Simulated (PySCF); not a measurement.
Compound: H₇NSi₂.
Bonds: N1–Si2, Si2–Si3. Hydrogens: H4, H5 on N1; H6, H7 on Si2; H8, H9, H10 on Si3.

The same species was optimised twice, with GFN2-xTB and with PBE0-D3(BJ)/def2-SVP (PySCF), and the same property calculations (PySCF, gas phase) were run on both structures.

```csv
coordinate,GFN2-xTB,PBE0-D3(BJ)/def2-SVP,change
Si2–Si3 (Å),2.301,2.345,+0.044
Si3–H10 (Å),1.465,1.496,+0.031
Si3–H8 (Å),1.466,1.496,+0.030
Si3–H9 (Å),1.469,1.499,+0.030
Si2–H7 (Å),1.467,1.496,+0.029
Si2–H6 (Å),1.479,1.506,+0.027
N1–Si2 (Å),1.727,1.736,+0.009
N1–H4 (Å),1.007,1.014,+0.007
N1–H5 (Å),1.007,1.014,+0.007
Si3–Si2–H7 (°),115.9,111.0,-4.9
N1–Si2–H7 (°),103.1,107.6,+4.5
Si3–Si2–H6 (°),112.2,108.2,-4.0
Si2–Si3–H9 (°),113.1,109.3,-3.8
Si2–Si3–H10 (°),114.3,111.1,-3.2
N1–Si2–H6 (°),113.3,116.5,+3.2
H8–Si3–H10 (°),106.1,108.9,+2.8
H9–Si3–H10 (°),105.6,108.1,+2.5
```

Rotational constants: A = 14286, B = 3463, C = 2982 MHz (GFN2-xTB) against A = 13903, B = 3362, C = 2905 MHz (PBE0-D3(BJ)/def2-SVP).

On the GFN2-xTB structure: lowest singlet, TDDFT (eV) 5.60 [B3LYP/def2-SVPD]; lowest triplet, Tamm–Dancoff (eV) 5.29 [B3LYP/def2-SVPD]; isotropic polarisability (au) 67.0 [B3LYP/def2-SVPD]; HOMO (eV) -7.15 [B3LYP/def2-SVPD]; LUMO (eV) -0.46 [B3LYP/def2-SVPD]; dipole (D) 1.23 [B3LYP/def2-SVPD]; HOMO (eV) -7.30 [PBE0/pcSseg-1]; LUMO (eV) -0.12 [PBE0/pcSseg-1]; dipole (D) 1.33 [PBE0/pcSseg-1]; GIAO shielding of N1 (ppm) 269.2 [PBE0/pcSseg-1]; GIAO shielding of Si2 (ppm) 401.9 [PBE0/pcSseg-1]; GIAO shielding of Si3 (ppm) 469.7 [PBE0/pcSseg-1]; N1s of N1 (eV) 404.60 [delta-SCF UKS SCAN, pcX-2 on the ionised atom, pcseg-1 elsewhere, spin-free X2C]; Si1s of Si2 (eV) 1846.41 [delta-SCF UKS SCAN, pcX-2 on the ionised atom, pcseg-1 elsewhere, spin-free X2C]; Si2p of Si2 (eV) 106.84 [delta-SCF UKS SCAN, pcX-2 on the ionised atom, pcseg-1 elsewhere, spin-free X2C]; Si1s of Si3 (eV) 1846.05 [delta-SCF UKS SCAN, pcX-2 on the ionised atom, pcseg-1 elsewhere, spin-free X2C]; Si2p of Si3 (eV) 106.60 [delta-SCF UKS SCAN, pcX-2 on the ionised atom, pcseg-1 elsewhere, spin-free X2C].

**Question.** What do these properties become on the PBE0-D3(BJ)/def2-SVP structure?

**Answer.** 
```json
{"property": "lowest singlet, TDDFT (eV)", "level": "B3LYP/def2-SVPD", "on GFN2-xTB": "5.60", "on PBE0-D3(BJ)/def2-SVP": "5.69", "change": "+0.09"}
{"property": "lowest triplet, Tamm–Dancoff (eV)", "level": "B3LYP/def2-SVPD", "on GFN2-xTB": "5.29", "on PBE0-D3(BJ)/def2-SVP": "5.34", "change": "+0.05"}
{"property": "isotropic polarisability (au)", "level": "B3LYP/def2-SVPD", "on GFN2-xTB": "67.0", "on PBE0-D3(BJ)/def2-SVP": "69.4", "change": "+2.4"}
{"property": "HOMO (eV)", "level": "B3LYP/def2-SVPD", "on GFN2-xTB": "-7.15", "on PBE0-D3(BJ)/def2-SVP": "-7.15", "change": "0.00"}
{"property": "LUMO (eV)", "level": "B3LYP/def2-SVPD", "on GFN2-xTB": "-0.46", "on PBE0-D3(BJ)/def2-SVP": "-0.36", "change": "+0.10"}
{"property": "dipole (D)", "level": "B3LYP/def2-SVPD", "on GFN2-xTB": "1.23", "on PBE0-D3(BJ)/def2-SVP": "1.36", "change": "+0.13"}
{"property": "energy, GFN2-xTB geometry as zero (kcal/mol)", "level": "B3LYP/def2-SVPD", "on GFN2-xTB": "0.0", "on PBE0-D3(BJ)/def2-SVP": "-2.4", "change": "-2.4"}
{"property": "HOMO (eV)", "level": "PBE0/pcSseg-1", "on GFN2-xTB": "-7.30", "on PBE0-D3(BJ)/def2-SVP": "-7.31", "change": "-0.01"}
{"property": "LUMO (eV)", "level": "PBE0/pcSseg-1", "on GFN2-xTB": "-0.12", "on PBE0-D3(BJ)/def2-SVP": "0.04", "change": "+0.16"}
{"property": "dipole (D)", "level": "PBE0/pcSseg-1", "on GFN2-xTB": "1.33", "on PBE0-D3(BJ)/def2-SVP": "1.50", "change": "+0.17"}
{"property": "energy, GFN2-xTB geometry as zero (kcal/mol)", "level": "PBE0/pcSseg-1", "on GFN2-xTB": "0.0", "on PBE0-D3(BJ)/def2-SVP": "-2.3", "change": "-2.3"}
{"property": "GIAO shielding of N1 (ppm)", "level": "PBE0/pcSseg-1", "on GFN2-xTB": "269.2", "on PBE0-D3(BJ)/def2-SVP": "267.1", "change": "-2.1"}
{"property": "GIAO shielding of Si2 (ppm)", "level": "PBE0/pcSseg-1", "on GFN2-xTB": "401.9", "on PBE0-D3(BJ)/def2-SVP": "401.4", "change": "-0.5"}
{"property": "GIAO shielding of Si3 (ppm)", "level": "PBE0/pcSseg-1", "on GFN2-xTB": "469.7", "on PBE0-D3(BJ)/def2-SVP": "459.6", "change": "-10.1"}
{"property": "N1s of N1 (eV)", "level": "delta-SCF UKS SCAN, pcX-2 on the ionised atom, pcseg-1 elsewhere, spin-free X2C", "on GFN2-xTB": "404.60", "on PBE0-D3(BJ)/def2-SVP": "404.72", "change": "+0.12"}
{"property": "Si1s of Si2 (eV)", "level": "delta-SCF UKS SCAN, pcX-2 on the ionised atom, pcseg-1 elsewhere, spin-free X2C", "on GFN2-xTB": "1846.41", "on PBE0-D3(BJ)/def2-SVP": "1846.50", "change": "+0.09"}
{"property": "Si2p of Si2 (eV)", "level": "delta-SCF UKS SCAN, pcX-2 on the ionised atom, pcseg-1 elsewhere, spin-free X2C", "on GFN2-xTB": "106.84", "on PBE0-D3(BJ)/def2-SVP": "106.90", "change": "+0.06"}
{"property": "Si1s of Si3 (eV)", "level": "delta-SCF UKS SCAN, pcX-2 on the ionised atom, pcseg-1 elsewhere, spin-free X2C", "on GFN2-xTB": "1846.05", "on PBE0-D3(BJ)/def2-SVP": "1846.11", "change": "+0.06"}
{"property": "Si2p of Si3 (eV)", "level": "delta-SCF UKS SCAN, pcX-2 on the ionised atom, pcseg-1 elsewhere, spin-free X2C", "on GFN2-xTB": "106.60", "on PBE0-D3(BJ)/def2-SVP": "106.62", "change": "+0.02"}
```

The heavy atoms differ by 0.024 Å rms after alignment. Among all bonds Si2–Si3 changes most (+0.044 Å). Changes are differences of the printed values. Neither structure is proved a minimum here.

Conformer computed: `[NH2:1][SiH2:2][SiH3:3]`: H–N1–Si2–Si3 167°, H–N1–Si2–Si3 -51°.
